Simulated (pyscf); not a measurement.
Thermochemistry of product channels of `[CH3][CH2][SiH3]` + `[ClH]` on the singlet surface, in kcal/mol, from ωB97M-D3(BJ)/def2-TZVP energies (ideal gas, 1 atm, RRHO with modes under 100 cm⁻¹ raised to 100, one conformer, R ln 2 for chiral ones without a mode under 150 cm⁻¹). Structures and frequencies: ωB97X-D3(BJ)/def2-SVP in PySCF.

```csv
products,ΔE,ΔH(298 K),ΔG(900 K),ΔG(1200 K)
`[CH3][CH3]` + `[SiH3][Cl]`,(withheld),-22.8,-20.4,-19.0
`[CH3][CH2][SiH2][Cl]` + `[H][H]`,(withheld),-20.7,-16.3,-15.3
```

What belongs in the gaps?


- `[CH3][CH3]` + `[SiH3][Cl]`, ΔE: -24.7
- `[CH3][CH2][SiH2][Cl]` + `[H][H]`, ΔE: -19.6

These are energies of the channels, which say nothing of barriers. H₃C–CH₂–SiH₃ lies 12.8 kcal/mol over its isomer H₃C–SiH₂–CH₃ (electronic energy, ωB97M-D3(BJ)).
